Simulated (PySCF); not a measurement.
## Radiative rates from a computed spectrum

Species: C5H6.
SMILES: `C#C/C=C/C`

Computed, not measured: TDDFT CAM-B3LYP/aug-cc-pVTZ, vertical, gas phase, core orbitals frozen in the response (PySCF 2.14.0, density-fitted response routines). Geometry: PBE0-D3(BJ)/def2-TZVP; no solvent, vibrations or thermal averaging.

Computed singlets with f of 0.002 or more:

| state | E (eV) | f |
| --- | --- | --- |
| S1 | 5.59 | 0.346 |
| S4 | 6.18 | 0.0021 |
| S5 | 6.58 | 0.0085 |
| S7 | 6.97 | 0.0070 |
| S8 | 7.10 | 0.0060 |
| S9 | 7.22 | 0.128 |
| S10 | 7.27 | 0.099 |

Question: Turn these into Einstein A coefficients, radiative lifetimes, transition dipoles and integrated cross-sections.

Answer: Relations used (vacuum, state to state): A = 0.6670 f ν̃² s⁻¹ (ν̃ in cm⁻¹); τ = 1/A; f = (2/3) ΔE |μ|² in atomic units; ∫σ dE = 109.76 f Mb·eV.

| state | A (s⁻¹) | τ | \|μ\| (D) | ∫σ dE (Mb·eV) |
| --- | --- | --- | --- | --- |
| S1 | 4.7×10⁸ | 2.1 ns | 4.04 | 38 |
| S4 | 3.5×10⁶ | 280 ns | 0.30 | 0.23 |
| S5 | 1.6×10⁷ | 63 ns | 0.58 | 0.93 |
| S7 | 1.5×10⁷ | 68 ns | 0.51 | 0.76 |
| S8 | 1.3×10⁷ | 76 ns | 0.47 | 0.66 |
| S9 | 2.9×10⁸ | 3.4 ns | 2.16 | 14 |
| S10 | 2.3×10⁸ | 4.4 ns | 1.89 | 11 |

Only emission to the ground state at the vertical energy is counted.

Question: By what factor does the largest A in the list exceed the smallest?

Answer: S1 has 130 times the rate of S4.

Question: What is the integrated cross-section of all computed states together?

Answer: Σf = 0.597 over S1 to S10, so 109.76 × Σf ≈ 65.6 Mb·eV.

Question: Which computed singlets stay under f = 0.002?

Answer: S2 (5.62 eV, f 0.0001), S3 (5.92 eV, f 0.0001) and S6 (6.62 eV, f 0.0002).
